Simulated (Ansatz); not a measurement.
`NN[SiH3]` → `NN` + `[SiH2]` at 600 K and 1 bar (silylene loss).

Isolated molecules relaxed with PBE0-D4/def2-TZVP in Ansatz; ΔE leaves out vibrations. CCSD(T)/CBS adds triple-zeta CCSD(T) − MP2 to the extrapolated MP2 energy (def2 sets, frozen cores). This one scheme is used for every species. Each species was taken in one conformer, which may not be the lowest.

| species | CCSD(T)/CBS energy (Eh) | H − E (kJ/mol) | S (J/(mol·K)) |
| --- | --- | --- | --- |
| `NN[SiH3]` | -402.05945 | 227.3 | 374.0 |
| `NN` | -111.76471 | 169.7 | 269.8 |
| `[SiH2]` | -290.19011 | 52.1 | 233.9 |

H − E and S are ideal-gas, rigid-rotor, harmonic terms from PBE0-D4/def2-TZVP, for one conformer and one mirror image of each species. 1 Eh = 2625.50 kJ/mol, R = 8.31446 J/(mol·K).

Question: By hand: ΔE, ΔH, ΔS and ΔG.

Answer: ΔE = (-111.76471) + (-290.19011) − (-402.05945) = 0.10463 Eh = 274.7 kJ/mol. Δ(H − E) = 169.7 + 52.1 − 227.3 = -5.5, so ΔH = 269.2 kJ/mol. ΔS = 269.8 + 233.9 − 374.0 = 129.7 J/(mol·K). ΔG = 269.2 − 600 × (129.7)/1000 = 191.4 kJ/mol.

Question: By hand: the equilibrium constant, and the temperature at which ΔG would vanish if ΔH and ΔS stayed fixed.

Answer: log₁₀ K = −ΔG/(RT ln 10) = -16.7. ΔG = 0 at ΔH/ΔS = 2076 K.

The number of gas molecules changes by +1, which sets the sign of ΔS. A doubt of 5 kJ/mol in ΔE shifts log₁₀ K by 0.4 here. Other conformers and mirror images would add mixing entropy, several J/(mol·K) or more a flexible species. These are equilibria of isolated gas molecules and say nothing of rates. Largest T1 diagnostic: 0.014 (customary marks: 0.02 for closed shells, 0.045 for open ones).
